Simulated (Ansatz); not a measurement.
## CH2O, singlet: the ladder up to RCCSDTQ

Geometry: MP2(full)/6-31G*, from the G2/97 set.

```tsv
atom	x (Å)	y (Å)	z (Å)
O	0.0000	0.0000	0.6094
C	0.0000	0.0000	-0.6107
H	0.0000	0.9344	-1.1982
H	0.0000	-0.9344	-1.1982
```

Basis 6-31G* (Cartesian d functions); Ansatz 0.2.0. Correlated methods freeze the noble-gas cores, which leaves 12 electrons in 32 orbitals. Prefix R: restricted or restricted open-shell reference. Active spaces: valence = (12e, 10o) chosen from the atoms' valence shells.

Full CI isn't at hand for all of this; RCCSDTQ serves as the reference, and is uncertain by about the last step of the cluster series.

- UHF ⟨S²⟩: 0.000
- T1 diagnostic (RCCSD): 0.0163
- largest doubles amplitude (RCCSD): 0.132

```tsv
level	E − E(RHF) (eV)
RMP2	-8.2730
RCCSD	-8.6304
RCCSD(T)	-8.8941
```

Estimate how far RCCSDTQ in 6-31G* lies from RCCSD(T). The table doesn't fix it; the size of (T) and the diagnostics are the guide.

RCCSDTQ in 6-31G* lies 1.40 mEh below RCCSD(T), which is 14 % of the (T) step (-9.69 mEh). A doubles amplitude is large, but (T) still catches most of what CCSD lacks.

The other levels:

```csv
level,E − E(RCCSDTQ) (mEh),share of correlation (%),wall time
CISD,33.80,89.70,0.73 s
BCCD(T),1.37,99.58,0.39 s
RCCSDT,0.88,99.73,–
CISDTQ,2.01,99.39,62 s (H100)
RCCSDT(Q),-0.13,100.04,3.1 s
CASSCF (valence space),193.01,41.20,–
NEVPT2 (valence space),32.71,90.03,4.3 s
MRCISD (valence space),10.34,96.85,–
MRCISD+Q (valence space),1.09,99.67,8 s
```

The correlation energy at RCCSDTQ, counted from RHF, is -8.932 eV. That run took 9 s on 2 threads of AMD EPYC 7R13 with a shared H100 80 GB, shared host.

Times hold each run's SCF and search for its determinant on a shared host, so for small cases they say little of a method's own cost; rows without a card ran on 1 thread of AMD EPYC 7R13.

Natural occupations of CASSCF (valence space) about the gap: 1.989 1.987 1.980 1.975 1.934 0.069 0.026 0.024 0.017; effectively unpaired electrons, Σ n²(2−n)², 0.04.

Atomization energy (electronic, same basis, no zero-point term; atoms at the same level, unrestricted beside the R rows where the molecule is a closed shell, with restricted open-shell steps beyond CCSDT(Q)) at RCCSDTQ: 1432.6 kJ/mol. Errors of other levels:

```
                   level  error (kJ/mol)
                     RHF          -375.9
                    RMP2            33.1
                    CISD           -76.7
                   RCCSD           -23.1
                RCCSD(T)            -2.4
                 BCCD(T)            -2.0
                  RCCSDT            -2.1
                  CISDTQ            -4.8
               RCCSDT(Q)             0.3
  CASSCF (valence space)           -47.3
  NEVPT2 (valence space)            12.7
  MRCISD (valence space)           -17.1
MRCISD+Q (valence space)            -6.2
```

This basis is far from its limit, so the value isn't to be set against a measured one. Truncated CI isn't size-consistent, which counts against it in atomization.
